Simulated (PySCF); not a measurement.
## Proton affinity of butyronitrile, site by site

System: butyronitrile, `CCCC#N` (C4H7N). Numbering: `[CH3:1][CH2:2][CH2:3][C:4]#[N:5]`

Level of theory: ωB97X-D3(BJ)/def2-TZVP single points in PySCF, grid level 2; every species was optimised with PBE0-D3(BJ)/def2-SVP. Thermal corrections: PBE0-D3(BJ)/def2-SVP frequencies, unscaled, ideal gas at 298.15 K and 1 bar, quasi-RRHO entropy.

| site | product | PA / kJ/mol | GB / kJ/mol |
| --- | --- | --- | --- |
| N5 (nitrile nitrogen) | `CCCC#[NH+]` | 812 | 781 |

PA is −ΔH and GB is −ΔG of B + H⁺ → BH⁺ in the gas phase. Sites whose products fell apart, merged with another or lost in a GFN2-xTB screen aren't listed.

In chloroform the product from N5 is solvated 183 kJ/mol more strongly than the parent (electrostatics only).

Measured values (NIST Chemistry WebBook, evaluated or the median of agreeing entries): proton affinity (−ΔH) 798 kJ/mol (computed 812, difference 14); gas-phase basicity (−ΔG) 768 kJ/mol (computed 781, difference 14).

Structures, frequencies and single points took 6.3 min of wall time on 1 thread of Arm Neoverse V1 (shared host), launched as `OMP_NUM_THREADS=1 python redox_run.py task.json out`.

Differences come from unrounded values, so a last digit can differ from that of the printed terms.
